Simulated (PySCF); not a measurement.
## Stationary points of H₂PO

Method: PBE0/[P def2-TZVP, O def2-TZVP, H def2-TZVP], no relativity, density fitting, PySCF.

Relaxations began from a few typed shapes; open shells are unrestricted. The search is not exhaustive: other isomers or separated fragments can lie lower, and high-lying points may rest on an excited occupation.

Order these stationary points by electronic energy, lowest first, in kJ/mol from the lowest minimum.
A. doublet C2v: P–H 1.397 Å (×2), P–O 1.488 Å; H–P–H 113.3°, H–P–O 123.4° (×2)
B. doublet Cs: P–H 1.422 Å (×2), P–O 1.492 Å; H–P–H 102.4°, H–P–O 114.3° (×2)

B (0.0), A (47.1).

Which of them are minima?

By energy in kJ/mol, 0.0: minimum; 47.1: saddle point, 1 imaginary mode.
